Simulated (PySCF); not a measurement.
# propargyl (C₃H₃) radical: EPR parameters at several levels of theory

How much do the EPR parameters of propargyl (C₃H₃) radical (`C#C[CH2]`) depend on the level of theory, and what does each level cost?

Programs: PySCF 2.14.0, with density-fitted response routines of our own. Each step states its level of theory. These are calculated values for one molecule in the gas phase, unless marked as measured. Atoms are numbered from 0 throughout.

**1. Starting geometry**

6 atoms, charge 0, multiplicity 2; geometry from: GFN2-xTB.

Bonds of the start (Å): C0–C1 1.22, C1–C2 1.35, C0–H3 1.05, C2–H4 1.08, C2–H5 1.08.

**2. Geometry optimisation at PBE0-D3(BJ)/def2-SVP**

What the job is given:

```
{"job": {"xc": "PBE0", "basis": "def2-SVP", "d3": "d3bj", "grid": 1, "kind": "geom"}, "charge": 0, "multiplicity": 2}
C      1.472370    -0.200700     0.304070
C      0.273590    -0.036070     0.153740
C     -1.056030     0.147330    -0.007850
H      2.503240    -0.345070     0.429360
H     -1.430620     1.002350    -0.541300
H     -1.756320    -0.563860     0.391840
```

What it wrote:

```text
step   0  E = -115.77026383  max force = 0.021105
step   1  E = -115.77185025  max force = 0.002256
step   2  E = -115.77186520  max force = 0.000398
step   3  E = -115.77186731  max force = 0.000292
optimisation converged
```

Run time: 3.6 s. Hardware: 1 thread, shared host.

Step by step:

```
step  energy from step 0 (eV)  largest force component (eV/Å)
   0                   0.0000                          1.0853
   1                  -0.0432                          0.1160
   2                  -0.0436                          0.0205
   3                  -0.0436                          0.0150
```

Close pairs (by a distance rule), those that changed most:

```
 bond  before (Å)  after (Å)  change (Å)
C0–H3       1.048      1.074      +0.025
C1–C2       1.352      1.370      +0.018
C2–H4       1.075      1.093      +0.018
C2–H5       1.075      1.093      +0.018
C0–C1       1.219      1.232      +0.012
```

The next job starts from the end point, and lists it.

```
                         at the end point                value
  point group (found at 0.08 Å tolerance)                  C2v
rotational constants (GHz, main isotopes)  284.6, 9.476, 9.171
                        dipole moment (D)                 0.09
                                     ⟨S²⟩                0.780
```

**3. g tensor and hyperfine couplings: B3LYP/IGLO-III+pcH-1**

What the job is given:

```
{"job": {"kind": "epr"}, "charge": 0, "multiplicity": 2}
C      1.489828    -0.203377     0.305961
C      0.278718    -0.037175     0.155376
C     -1.068706     0.148163    -0.010327
H      2.545670    -0.349898     0.434418
H     -1.453820     1.016699    -0.550641
H     -1.785460    -0.570431     0.395072
```

Method: UKS B3LYP, IGLO-III on C, pcH-1 on H, non-relativistic, mean-field spin-orbit, GIAO.

What it wrote:

```text
UKS, coarse grid
  cycle   1  E = -116.02686301  |g| = 2.09e-01
  cycle   2  E = -116.02631491  |g| = 2.12e-01
  cycle   3  E = -116.05116217  |g| = 4.16e-02
  cycle   4  E = -116.05188597  |g| = 2.34e-02
  cycle   5  E = -116.05214428  |g| = 1.15e-02
  cycle   6  E = -116.05222219  |g| = 5.56e-03
  cycle   7  E = -116.05225602  |g| = 1.23e-03
  cycle   8  E = -116.05225996  |g| = 4.71e-04
UKS, final grid
  cycle   1  E = -116.05225602  |g| = 4.54e-04
  cycle   2  E = -116.05225586  |g| = 9.19e-04
  cycle   3  E = -116.05225633  |g| = 1.48e-04
  cycle   4  E = -116.05225640  |g| = 1.25e-04
  cycle   5  E = -116.05225643  |g| = 3.32e-05
  cycle   6  E = -116.05225643  |g| = 8.52e-06
E = -116.05225643 Eh   <S^2> = 0.7714 (exact 0.7500)
g shifts (ppm)      1          2          3
  rmc          -137       -137       -137
  gc              9         39         36
  oz_so           8        617       1003
  total        -121        518        902
hyperfine (MHz)  atom isotope    a_iso     a_fc   dipolar eigenvalues
    0   13C      45.11      45.11    -45.50    -33.49     78.99
    1   13C     -64.63     -64.63    -21.61     -1.77     23.38
    2   13C      62.81      62.81    -60.14    -58.92    119.07
    3    1H     -44.74     -44.74    -19.98     -2.08     22.07
    4    1H     -54.71     -54.71    -28.05     -0.81     28.85
    5    1H     -54.68     -54.68    -28.05     -0.80     28.85
```

Wall time 5.1 s (1 thread, shared host).

Principal g values 2.00220, 2.00284, 2.00322; g(iso) = 2.00275, against 2.00232 for a free electron.

Hyperfine couplings; where a row names several nuclei, a(iso) is their mean (it holds for fast rotation or exchange) and the dipolar term the largest among them:

```
nuclei  isotope  a(iso) (MHz)  a(iso) (G, at g = 2.0023)  largest dipolar term (MHz)
    C1      13C         -64.6                      -23.1                        23.4
    C2      13C          62.8                       22.4                       119.1
H4, H5       1H         -54.7                      -19.5                        28.9
    C0      13C          45.1                       16.1                        79.0
    H3       1H         -44.7                      -16.0                        22.1
```

Mulliken spin populations:

```
atom  value (e)
  C0       0.55
  C1      -0.24
  C2       0.80
  H3      -0.03
  H4      -0.04
  H5      -0.04
```

In first order the couplings over 0.8 MHz of 1H give 6 distinct lines over 55.0 G, if the averaged nuclei exchange fast.

**4. EPR parameters: PBE/IGLO-III+pcH-1**

Same as in step 3 but for these lines:

```diff
@@ -1,2 +1,2 @@
-{"job": {"kind": "epr"}, "charge": 0, "multiplicity": 2}
+{"job": {"kind": "epr", "xc": "PBE"}, "charge": 0, "multiplicity": 2}
 C      1.489828    -0.203377     0.305961
```

With the program's defaults for keys left out, this is: UKS PBE, IGLO-III on C, pcH-1 on H, non-relativistic, mean-field spin-orbit, GIAO.

What it wrote:

```text
UKS, coarse grid
  cycle   1  E = -115.84880014  |g| = 2.67e-01
  cycle   2  E = -115.81642497  |g| = 3.51e-01
  cycle   3  E = -115.88600369  |g| = 7.70e-02
  cycle   4  E = -115.88816076  |g| = 4.02e-02
  cycle   5  E = -115.88848737  |g| = 2.94e-02
  cycle   6  E = -115.88900667  |g| = 4.04e-03
  cycle   7  E = -115.88902129  |g| = 1.27e-03
  cycle   8  E = -115.88902393  |g| = 3.79e-04
UKS, final grid
  cycle   1  E = -115.88902797  |g| = 9.92e-04
  cycle   2  E = -115.88902187  |g| = 3.43e-03
  cycle   3  E = -115.88902858  |g| = 1.12e-04
  cycle   4  E = -115.88902859  |g| = 6.68e-05
  cycle   5  E = -115.88902860  |g| = 3.13e-05
  cycle   6  E = -115.88902860  |g| = 6.81e-06
E = -115.88902860 Eh   <S^2> = 0.7622 (exact 0.7500)
g shifts (ppm)      1          2          3
  rmc          -135       -135       -135
  gc             10         40         36
  oz_so           7        618       1057
  total        -117        522        958
hyperfine (MHz)  atom isotope    a_iso     a_fc   dipolar eigenvalues
    0   13C      31.33      31.33    -43.27    -33.50     76.77
    1   13C     -53.78     -53.78    -15.24     -3.96     19.19
    2   13C      46.07      46.07    -57.36    -56.63    113.99
    3    1H     -40.25     -40.25    -19.33     -1.46     20.79
    4    1H     -49.80     -49.80    -26.75     -0.29     27.04
    5    1H     -49.78     -49.78    -26.75     -0.29     27.04
```

Wall time 3.5 s (1 thread, shared host).

This run: g(iso) 2.00277.

**5. EPR parameters: PBE0/IGLO-III+pcH-1**

Same as in step 4 but for these lines:

```diff
@@ -1,2 +1,2 @@
-{"job": {"kind": "epr", "xc": "PBE"}, "charge": 0, "multiplicity": 2}
+{"job": {"kind": "epr", "xc": "PBE0"}, "charge": 0, "multiplicity": 2}
 C      1.489828    -0.203377     0.305961
```

Method: UKS PBE0, IGLO-III on C, pcH-1 on H, non-relativistic, mean-field spin-orbit, GIAO.

What it wrote:

```text
UKS, coarse grid
  cycle   1  E = -115.87380772  |g| = 1.90e-01
  cycle   2  E = -115.87841888  |g| = 1.72e-01
  cycle   3  E = -115.89478025  |g| = 3.95e-02
  cycle   4  E = -115.89554115  |g| = 2.18e-02
  cycle   5  E = -115.89581077  |g| = 1.15e-02
  cycle   6  E = -115.89590375  |g| = 6.06e-03
  cycle   7  E = -115.89595162  |g| = 1.49e-03
  cycle   8  E = -115.89595895  |g| = 6.91e-04
UKS, final grid
  cycle   1  E = -115.89596705  |g| = 5.66e-04
  cycle   2  E = -115.89596734  |g| = 8.79e-04
  cycle   3  E = -115.89596780  |g| = 2.60e-04
  cycle   4  E = -115.89596809  |g| = 1.83e-04
  cycle   5  E = -115.89596814  |g| = 4.27e-05
  cycle   6  E = -115.89596814  |g| = 1.58e-05
E = -115.89596814 Eh   <S^2> = 0.7797 (exact 0.7500)
g shifts (ppm)      1          2          3
  rmc          -135       -135       -135
  gc             10         39         36
  oz_so          11        593        946
  total        -114        497        847
hyperfine (MHz)  atom isotope    a_iso     a_fc   dipolar eigenvalues
    0   13C      47.69      47.69    -46.84    -31.52     78.36
    1   13C     -73.16     -73.16    -24.82     -1.63     26.45
    2   13C      65.46      65.46    -60.30    -58.99    119.29
    3    1H     -49.83     -49.83    -20.18     -2.12     22.30
    4    1H     -61.37     -61.37    -28.80     -0.24     29.04
    5    1H     -61.34     -61.34    -28.80     -0.23     29.04
```

Wall time 4.8 s (1 thread, shared host).

Key values: g(iso) 2.00273.

**6. EPR parameters: BHandHLYP/IGLO-III+pcH-1**

Same as in step 5 but for these lines:

```diff
@@ -1,2 +1,2 @@
-{"job": {"kind": "epr", "xc": "PBE0"}, "charge": 0, "multiplicity": 2}
+{"job": {"kind": "epr", "xc": "BHandHLYP"}, "charge": 0, "multiplicity": 2}
 C      1.489828    -0.203377     0.305961
```

Level: UKS BHandHLYP, IGLO-III on C, pcH-1 on H, non-relativistic, mean-field spin-orbit, GIAO.

What it wrote:

```text
UKS, coarse grid
  cycle   1  E = -115.94884238  |g| = 1.64e-01
  cycle   2  E = -115.96413979  |g| = 9.32e-02
  cycle   3  E = -115.96905834  |g| = 3.76e-02
  cycle   4  E = -115.97023252  |g| = 1.24e-02
  cycle   5  E = -115.97048872  |g| = 6.67e-03
  cycle   6  E = -115.97060488  |g| = 3.36e-03
  cycle   7  E = -115.97062898  |g| = 2.52e-03
  cycle   8  E = -115.97064066  |g| = 1.32e-03
  cycle   9  E = -115.97065045  |g| = 3.53e-04
UKS, final grid
  cycle   1  E = -115.97064812  |g| = 2.66e-04
  cycle   2  E = -115.97064828  |g| = 2.47e-04
  cycle   3  E = -115.97064835  |g| = 1.66e-04
  cycle   4  E = -115.97064850  |g| = 6.05e-05
  cycle   5  E = -115.97064851  |g| = 2.69e-05
  cycle   6  E = -115.97064851  |g| = 1.26e-05
E = -115.97064851 Eh   <S^2> = 0.7986 (exact 0.7500)
g shifts (ppm)      1          2          3
  rmc          -137       -137       -137
  gc              9         39         36
  oz_so          11        585        885
  total        -117        486        784
hyperfine (MHz)  atom isotope    a_iso     a_fc   dipolar eigenvalues
    0   13C      72.85      72.85    -50.26    -30.75     81.00
    1   13C     -93.77     -93.77    -32.14      0.06     32.09
    2   13C      93.16      93.16    -62.87    -61.03    123.90
    3    1H     -58.79     -58.79    -21.19     -3.05     24.24
    4    1H     -69.96     -69.96    -30.23     -0.76     30.99
    5    1H     -69.92     -69.92    -30.23     -0.76     30.99
```

Run time: 4.8 s. Hardware: 1 thread, shared host.

This run: g(iso) 2.00270.

**7. g tensor and hyperfine couplings: HF/IGLO-III+pcH-1**

Same as in step 6 but for these lines:

```diff
@@ -1,2 +1,2 @@
-{"job": {"kind": "epr", "xc": "BHandHLYP"}, "charge": 0, "multiplicity": 2}
+{"job": {"kind": "epr", "xc": "HF"}, "charge": 0, "multiplicity": 2}
 C      1.489828    -0.203377     0.305961
```

With the program's defaults for keys left out, this is: UKS HF, IGLO-III on C, pcH-1 on H, non-relativistic, mean-field spin-orbit, GIAO.

What it wrote:

```text
UKS, final grid
  cycle   1  E = -115.23343439  |g| = 2.29e-01
  cycle   2  E = -115.27724686  |g| = 8.41e-02
  cycle   3  E = -115.28484110  |g| = 4.51e-02
  cycle   4  E = -115.28760590  |g| = 2.60e-02
  cycle   5  E = -115.28902765  |g| = 1.80e-02
  cycle   6  E = -115.29008115  |g| = 1.09e-02
  cycle   7  E = -115.29053593  |g| = 8.87e-03
  cycle   8  E = -115.29101258  |g| = 7.00e-03
  cycle   9  E = -115.29159897  |g| = 3.09e-03
  cycle  10  E = -115.29166949  |g| = 1.32e-03
  cycle  11  E = -115.29167875  |g| = 5.77e-04
  cycle  12  E = -115.29168029  |g| = 2.35e-04
  cycle  13  E = -115.29168050  |g| = 1.06e-04
  cycle  14  E = -115.29168055  |g| = 4.41e-05
  cycle  15  E = -115.29168055  |g| = 1.73e-05
  cycle  16  E = -115.29168055  |g| = 7.68e-06
E = -115.29168055 Eh   <S^2> = 0.9901 (exact 0.7500)
g shifts (ppm)      1          2          3
  rmc          -139       -139       -139
  gc             14         39         36
  oz_so          15        488        616
  total        -111        388        512
hyperfine (MHz)  atom isotope    a_iso     a_fc   dipolar eigenvalues
    0   13C     200.75     200.75    -77.89     -0.35     78.24
    1   13C    -232.96    -232.96    -44.10    -22.63     66.74
    2   13C     188.92     188.92    -65.25    -62.00    127.24
    3    1H    -140.78    -140.78    -26.16    -12.68     38.84
    4    1H    -142.99    -142.99    -35.98     -1.63     37.61
    5    1H    -142.97    -142.97    -36.00     -1.62     37.61
```

Wall time 2.8 s (1 thread, shared host).

Key values: g(iso) 2.00258, not to be trusted: the run shows spin contamination.

**8. g tensor and hyperfine couplings: CAM-B3LYP/IGLO-III+pcH-1**

Same as in step 7 but for these lines:

```diff
@@ -1,2 +1,2 @@
-{"job": {"kind": "epr", "xc": "HF"}, "charge": 0, "multiplicity": 2}
+{"job": {"kind": "epr", "xc": "CAM-B3LYP"}, "charge": 0, "multiplicity": 2}
 C      1.489828    -0.203377     0.305961
```

Level: UKS CAM-B3LYP, IGLO-III on C, pcH-1 on H, non-relativistic, mean-field spin-orbit, GIAO.

What it wrote:

```text
UKS, coarse grid
  cycle   1  E = -115.95747851  |g| = 1.64e-01
  cycle   2  E = -115.96889486  |g| = 1.07e-01
  cycle   3  E = -115.97494496  |g| = 3.12e-02
  cycle   4  E = -115.97571294  |g| = 1.27e-02
  cycle   5  E = -115.97590252  |g| = 6.14e-03
  cycle   6  E = -115.97597373  |g| = 4.51e-03
  cycle   7  E = -115.97599536  |g| = 1.88e-03
  cycle   8  E = -115.97600359  |g| = 7.99e-04
UKS, final grid
  cycle   1  E = -115.97600148  |g| = 6.04e-04
  cycle   2  E = -115.97600237  |g| = 5.70e-04
  cycle   3  E = -115.97600272  |g| = 3.71e-04
  cycle   4  E = -115.97600345  |g| = 7.94e-05
  cycle   5  E = -115.97600346  |g| = 2.96e-05
E = -115.97600346 Eh   <S^2> = 0.7822 (exact 0.7500)
g shifts (ppm)      1          2          3
  rmc          -138       -138       -138
  gc              9         39         36
  oz_so           8        626        991
  total        -121        527        890
hyperfine (MHz)  atom isotope    a_iso     a_fc   dipolar eigenvalues
    0   13C      45.56      45.56    -47.60    -33.16     80.77
    1   13C     -68.82     -68.82    -27.71      0.14     27.57
    2   13C      61.78      61.78    -62.35    -60.75    123.10
    3    1H     -47.08     -47.08    -20.38     -2.40     22.77
    4    1H     -57.98     -57.98    -29.02     -0.86     29.88
    5    1H     -57.94     -57.94    -29.02     -0.86     29.88
```

It took 5.6 s on 1 thread, shared host.

Key values: g(iso) 2.00275.

**9. Comparing the runs: EPR parameters**

g, ⟨S²⟩ and isotropic hyperfine couplings (MHz), with basis size and wall time; * marks a run flagged for spin contamination, instability or a large g shift:

```
                     run   g(iso)   ⟨S²⟩  13C C1  13C C2  1H H4 (mean)  13C C0   1H H3  functions   time
    B3LYP/IGLO-III+pcH-1  2.00275  0.771   -64.6    62.8         -54.7    45.1   -44.7        135  5.1 s
      PBE/IGLO-III+pcH-1  2.00277  0.762   -53.8    46.1         -49.8    31.3   -40.2        135  3.5 s
     PBE0/IGLO-III+pcH-1  2.00273  0.780   -73.2    65.5         -61.4    47.7   -49.8        135  4.8 s
BHandHLYP/IGLO-III+pcH-1  2.00270  0.799   -93.8    93.2         -69.9    72.9   -58.8        135  4.8 s
      HF/IGLO-III+pcH-1*  2.00258  0.990  -233.0   188.9        -143.0   200.7  -140.8        135  2.8 s
CAM-B3LYP/IGLO-III+pcH-1  2.00275  0.782   -68.8    61.8         -58.0    45.6   -47.1        135  5.6 s
```

**10. Results**

| quantity | value |
| --- | --- |
| point group | C2v |
| rotational constants (main isotopes) | 284.65, 9.48, 9.17 GHz |
| g(iso) (B3LYP) | 2.00275 |
| ⟨S²⟩ | 0.771 (exact 0.75) |
| largest a(iso) (averaged by class) | 13C on C1, -64.6 MHz |
| property runs in this session | 6, of which 0 failed and 1 gave unsound results |

What this shows: Single values in the summary come from the first run of each kind that ended normally (B3LYP/IGLO-III+pcH-1), which need not be the best level. Relaxing lowered the energy by 0.044 eV in 3 steps; the close pair that moved most is C0–H3, from 1.048 to 1.074 Å. The largest share of the spin, 0.80 e, sits on C2. The isotropic g lies 0.4 ppt above the free-electron value. The coupling of 13C on C1 runs from -93.8 (BHandHLYP/IGLO-III+pcH-1) to -53.8 MHz (PBE/IGLO-III+pcH-1), the starred runs left aside.
